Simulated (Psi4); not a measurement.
**SiF2 (SMILES F[Si]F): a chain of runs**

Wanted: a geometry optimisation (HF-3c/MINIX), then the harmonic vibrations, then a single-point energy (MP2-F12/cc-pVDZ-F12) of SiF2. 

The calculation is run with Psi4 1.11.

**1. The molecule**

SiF2: 3 atoms, total charge 0, spin state singlet. As SMILES, `F[Si]F`. The shape is that of a GFN2-xTB optimisation. The run starts from this shape.

Bond lengths: Si1–F2 1.617 Å, Si1–F3 1.616 Å. Angles: F2–Si1–F3 92.6°.

**2. A geometry optimisation at HF-3c/MINIX (density fitting) (run 1)**

input.dat reads:

```
memory 1.6 GB

molecule {
  0 1
  Si
  F 1 1.617443
  F 1 1.615613 2 92.55524
}

set geom_maxiter 60

E = opt('hf-3c')
print_variables()
```

Launch:

```
$ psi4 input.dat output.dat -n 1
```

output.dat:

```text
[...]
  Running in cs symmetry.
[...]
  Nuclear repulsion =  100.838229207777900
[...]
  Multiplicity = 1
[...]
  Nalpha       = 16
  Nbeta        = 16
[...]
    Number of basis functions: 24
[...]
   @DF-RHF iter   1:  -485.13911308254904   -1.07955e+00   1.34645e-02 DIIS/ADIIS
[...]
   @DF-RHF iter   6:  -485.19468478085287   -1.98952e-12   5.81931e-09 DIIS
[...]
  @DF-RHF Final Energy:  -485.19468478085287
   => Energetics <=
    Nuclear Repulsion Energy =            104.0681656257644647
    One-Electron Energy =                -885.8702494661112041
    Two-Electron Energy =                 296.6441437587905057
    Total Energy =                       -485.1946847808528673
[...]
 Multipole Moments:
 ------------------------------------------------------------------------------------
     Multipole            Electronic (a.u.)      Nuclear  (a.u.)        Total (a.u.)
 ------------------------------------------------------------------------------------
 L = 1.  Multiply by 2.5417464519 to convert [e a0] to [Debye]
 Dipole X            :         -0.3012960            0.6185981            0.3173021
 Dipole Y            :         -0.2500338            0.5133259            0.2632921
 Dipole Z            :          0.0000000            0.0000000            0.0000000
 Magnitude           :                                                    0.4123146
[...]
  -Total Gradient:
     Atom            X                  Y                   Z
    ------   -----------------  -----------------  -----------------
       1       -0.000183487951    -0.000157987144     0.000000000000
       2       -0.000004983482     0.000198419450     0.000000000000
       3        0.000188471429    -0.000040432307     0.000000000000
[...]
    Final optimized geometry and variables:
    Molecular point group: cs
    Full point group: Cs
    Geometry (in Angstrom), charge = 0, multiplicity = 1:
    SI
    F             1    1.549004
    F             1    1.549012      2  100.626433
  Variable Map:
  ----------------------------------------------------------------------------
  "CURRENT ENERGY"                    =>    -485.194684780853
  "CURRENT REFERENCE ENERGY"          =>    -485.194684780853
  "DD SOLVATION ENERGY"               =>       0.000000000000
  "DISPERSION CORRECTION ENERGY"      =>      -0.006215271797
  "HF KINETIC ENERGY"                 =>     485.996778457793
[...]
```

On the terminal:

```text
Optimizer: Optimization complete!
```

It took 5.4 s on 1 thread of AMD EPYC 7B13 (Zen 3), shared host; peak memory 0.21 GiB.

Step by step:

```tsv
step	energy from the first frame kept (eV)	largest force (eV/Å)
0	0.0000	4.0554
1	-0.2130	0.9525
2	-0.2372	0.2958
3	-0.2383	0.0560
4	-0.2383	0.0125
```

After the run. Bond lengths: Si1–F2 1.549 Å, Si1–F3 1.549 Å. Angles: F2–Si1–F3 100.6°.

**3. Vibrational wavenumbers at HF-3c/MINIX (density fitting) (run 2)**

calc.inp reads:

```
memory 1600 MB

molecule mol {
  Si     0.08355991    -0.01443373    -1.26490897
  F      2.18598416    -0.03191558     0.77174714
  F     -2.30526556     0.04631152     0.42576097
  units au
  symmetry c1
}

set {
  reference rks
  t 600.0
  rotational_symmetry_number 2
}

result, w = freq("hf-3c", return_wfn=True)
```

Launch:

```
$ psi4 -i calc.inp -o calc.out -n 1
```

calc.out:

```text
[...]
  Running in c1 symmetry.
[...]
  Nuclear repulsion =  104.068167000473963
[...]
  Multiplicity = 1
[...]
  Nalpha       = 16
  Nbeta        = 16
[...]
    Number of basis functions: 24
[...]
   @DF-RKS iter   1:  -485.15649824183282   -9.11079e-01   9.92395e-03 ADIIS/DIIS
[...]
  -Total Gradient:
     Atom            X                  Y                   Z
    ------   -----------------  -----------------  -----------------
       1        0.000014386524     0.000241741423     0.000000000000
       2        0.000145906351    -0.000134420661    -0.000000000000
       3       -0.000160292875    -0.000107320762    -0.000000000000
[...]
   @DF-RKS iter   9:  -485.19468478106035    2.27374e-13   4.13239e-09 DIIS
[...]
  @DF-RKS Final Energy:  -485.19468478106035
   => Energetics <=
    Nuclear Repulsion Energy =            104.0681670004739630
    One-Electron Energy =                -885.8702521253183022
    Two-Electron Energy =                 296.6441450487845373
    Total Energy =                       -485.1946847810603458
[...]
 Multipole Moments:
 ------------------------------------------------------------------------------------
     Multipole            Electronic (a.u.)      Nuclear  (a.u.)        Total (a.u.)
 ------------------------------------------------------------------------------------
 L = 1.  Multiply by 2.5417464519 to convert [e a0] to [Debye]
 Dipole X            :          0.0300628           -0.0617395           -0.0316767
 Dipole Y            :          0.3903748           -0.8014707           -0.4110959
 Dipole Z            :          0.0000000            0.0000000            0.0000000
 Magnitude           :                                                    0.4123145
[...]
  ==> Harmonic Vibrational Analysis <==
[...]
  Freq [cm^-1]                 411.0767            967.5555           1000.0269
[...]
  IR activ [km/mol]            26.4405             86.4250             104.6236
[...]
  Total E_0, Enthalpy at 0 [K]                                                         -485.18926580 [Eh]
[...]
  Total H, Enthalpy at  600.00 [K]                                                     -485.17961449 [Eh]
[...]
  Total G, Gibbs energy at  600.00 [K]                                                 -485.24525128 [Eh]
[...]
```

On the terminal:

```text
Warning: used thermodynamics relations inappropriate for low-frequency modes: ['411.0767']
```

Run time: 5.1 s. Hardware: 1 thread of AMD EPYC 7B13 (Zen 3), shared host; peak memory 0.23 GiB.

**4. The energy at MP2-F12/cc-pVDZ-F12 (density fitting, density fitting for correlation) (run 3)**

run.py reads:

```python
import psi4

psi4.set_memory('1600 MB')
psi4.set_num_threads(1)
psi4.set_output_file('psi4.out', False)

geom = psi4.geometry("""
0 1
Si     0.044218    -0.007638    -0.669361
F      1.156773    -0.016889     0.408391
F     -1.219894     0.024507     0.225303
""")

psi4.set_options({
    'basis': 'cc-pVDZ-F12',
    'reference': 'rhf',
    'freeze_core': True,
})

E = psi4.energy('mp2-f12', molecule=geom)
print(f'mp2-f12 energy: {E:.10f} Eh')
for k, v in sorted(psi4.core.scalar_variables().items()):
    print(f'{k:45s} {v:18.10f}')
```

Launch:

```
$ python run.py
```

psi4.out:

```text
[...]
  Running in cs symmetry.
[...]
  Nuclear repulsion =  104.068167011902148
[...]
  Multiplicity = 1
[...]
  Nalpha       = 16
  Nbeta        = 16
[...]
    Number of basis functions: 99
[...]
   @DF-RHF iter   1:  -487.94332873211630   -7.80747e-01   5.82155e-03 DIIS/ADIIS
[...]
   @DF-RHF iter  10:  -488.00092113729016   -9.66338e-13   3.32607e-09 DIIS
[...]
    Orbital Energies [Eh]
    ---------------------
    Doubly Occupied:
       1Ap   -68.855126     2Ap   -26.313827     3Ap   -26.313813
       4Ap    -6.196329     5Ap    -4.299837     1App   -4.297855
       6Ap    -4.297639     7Ap    -1.640134     8Ap    -1.613339
       9Ap    -0.813397    10Ap    -0.744944    11Ap    -0.719283
       2App   -0.705076     3App   -0.671713    12Ap    -0.657555
      13Ap    -0.397130
[...]
  @DF-RHF Final Energy:  -488.00092113729016
   => Energetics <=
    Nuclear Repulsion Energy =            104.0681670119021476
    One-Electron Energy =                -887.0641796524027995
    Two-Electron Energy =                 294.9950915032105172
    Total Energy =                       -488.0009211372901632
[...]
 Multipole Moments:
 ------------------------------------------------------------------------------------
     Multipole            Electronic (a.u.)      Nuclear  (a.u.)        Total (a.u.)
 ------------------------------------------------------------------------------------
 L = 1.  Multiply by 2.5417464519 to convert [e a0] to [Debye]
 Dipole X            :          0.0365653           -0.0617395           -0.0251742
 Dipole Y            :          0.4748436           -0.8014707           -0.3266271
 Dipole Z            :          0.0000000            0.0000000            0.0000000
 Magnitude           :                                                    0.3275958
[...]
```

The script printed:

```text
mp2-f12 energy: -488.7063158368 Eh
CURRENT CORRELATION ENERGY                         -0.6903189724
CURRENT ENERGY                                   -488.7063158368
CURRENT REFERENCE ENERGY                         -488.0159968644
CUSTOM SCS-MP2 CORRELATION ENERGY                  -0.5289584565
CUSTOM SCS-MP2 TOTAL ENERGY                      -488.5298795938
DD SOLVATION ENERGY                                 0.0000000000
F12 CABS CORRECTION ENERGY                         -0.0150757271
HF KINETIC ENERGY                                 488.0674867207
HF POTENTIAL ENERGY                              -976.0684078580
HF TOTAL ENERGY                                  -488.0009211373
HF VIRIAL RATIO                                     1.9998636140
HF-CABS TOTAL ENERGY                             -488.0159968644
MP2 CORRELATION ENERGY                             -0.5461381196
MP2 DOUBLES ENERGY                                 -0.5461381196
MP2 OPPOSITE-SPIN CORRELATION ENERGY               -0.4002835577
MP2 SAME-SPIN CORRELATION ENERGY                   -0.1458545619
MP2 SINGLES ENERGY                                 -0.0000000000
MP2 TOTAL ENERGY                                 -488.5470592569
MP2-F12 CORRECTION ENERGY                          -0.1441808528
MP2-F12 CORRELATION ENERGY                         -0.6903189724
MP2-F12 DOUBLES ENERGY                             -0.6903189724
MP2-F12 OPPOSITE-SPIN CORRELATION ENERGY           -0.5160019886
MP2-F12 SAME-SPIN CORRELATION ENERGY               -0.1743169838
MP2-F12 SINGLES ENERGY                              0.0000000000
MP2-F12 TOTAL ENERGY                             -488.7063158368
NUCLEAR REPULSION ENERGY                          104.0681670119
ONE-ELECTRON ENERGY                              -887.0641796524
PCM POLARIZATION ENERGY                             0.0000000000
PE ENERGY                                           0.0000000000
SCF ITERATION ENERGY                             -488.0009211373
SCF ITERATIONS                                     10.0000000000
SCF TOTAL ENERGY                                 -488.0009211373
SCS-MP2 CORRELATION ENERGY                         -0.5289584565
SCS-MP2 TOTAL ENERGY                             -488.5298795938
TWO-ELECTRON ENERGY                               294.9950915032
```

Run time: 30 s. Hardware: 1 thread of AMD EPYC 7B13 (Zen 3), shared host; peak memory 1.4 GiB.

**5. Results**

| quantity | value |
| --- | --- |
| run 1, HF-3c/MINIX: total energy at the end | -485.19468 Eh |
| run 1, HF-3c/MINIX: dipole moment | 1.05 D |
| run 1, HF-3c/MINIX: HOMO energy | -9.47 eV |
| run 1, HF-3c/MINIX: LUMO energy | 3.31 eV |
| run 1, HF-3c/MINIX: HOMO–LUMO gap | 12.78 eV |
| run 2, HF-3c/MINIX: lowest harmonic wavenumber | 411 cm⁻¹ |
| run 2, HF-3c/MINIX: highest harmonic wavenumber | 1000 cm⁻¹ |
| run 2, HF-3c/MINIX: zero-point energy | 14.2 kJ/mol |
| run 2, HF-3c/MINIX: ideal-gas entropy at 600 K (symmetry number 2 as used) | 68.6 cal/(mol K) |
| run 3, MP2-F12/cc-pVDZ-F12: total energy | -488.70632 Eh |
| run 3, MP2-F12/cc-pVDZ-F12: HOMO energy (Hartree–Fock orbitals) | -10.81 eV |
| run 3, MP2-F12/cc-pVDZ-F12: LUMO energy (Hartree–Fock orbitals) | 0.63 eV |
| run 3, MP2-F12/cc-pVDZ-F12: HOMO–LUMO gap (Hartree–Fock orbitals) | 11.44 eV |
| run 3, MP2-F12/cc-pVDZ-F12: correlation energy (7 core orbitals frozen) | -690.3 mEh |

What this shows: The optimisation (run 1, HF-3c/MINIX) took 5 steps and changed the energy by -0.238 eV. All 3 modes (run 2, HF-3c/MINIX) are real, so the shape is a minimum at this level.
